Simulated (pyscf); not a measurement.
# Routes from H₂B–OH + HF

Candidate steps break at most two bonds and form at most two. Each was searched with GFN2-xTB (tblite) first. PySCF, gas phase, ωB97X-D3(BJ)/def2-SVP geometries. Correlated levels are frozen-core, on RHF or UHF. ΔMP2 is the change of the MP2 total energy from the triple- to the quadruple-zeta basis. Energies: CCSD(T)/def2-TZVPP + ΔMP2(QZVPP), kcal/mol, from the separated reactants, singlet surface; ΔG‡ with ideal gas, 1 atm, RRHO with modes under 100 cm⁻¹ raised to 100, one conformer, R ln 2 for chiral ones without a mode under 150 cm⁻¹.

```tsv
products	type	ΔE‡	ΔE	ΔG‡ 298 K	ΔG‡ 900 K	ν‡ (cm⁻¹)
H₂B–F + H₂O	four-centre exchange	13.1	0.0	22.4	43.1	914i
H₂B–OH + HF	four-centre exchange	42.0	0.0	48.8	68.6	2148i
```

Row 1: On the reactant side the descent ends in a complex (not fully relaxed), 7.2 kcal/mol under the separated species and 18.0 kcal/mol under the saddle at ωB97X-D3(BJ)/def2-TZVP. On the product side the descent ends in an adduct with a B–O contact, 10.7 kcal/mol under the separated species and 21.9 kcal/mol under the saddle at ωB97X-D3(BJ)/def2-TZVP. Row 2: On the reactant side the descent ends in a complex, 7.2 kcal/mol under the separated species and 45.8 kcal/mol under the saddle at ωB97X-D3(BJ)/def2-TZVP. On the product side the descent ends in a complex, 7.2 kcal/mol under the separated species and 45.7 kcal/mol under the saddle at ωB97X-D3(BJ)/def2-TZVP. 

Plain bond fissions and candidates not yet searched are not listed, and one of them may be faster. Each barrier is that of the saddle found; lower ones may exist. The CCSD(T) − MP2 part came from Ansatz, without density fitting, on the same reference.
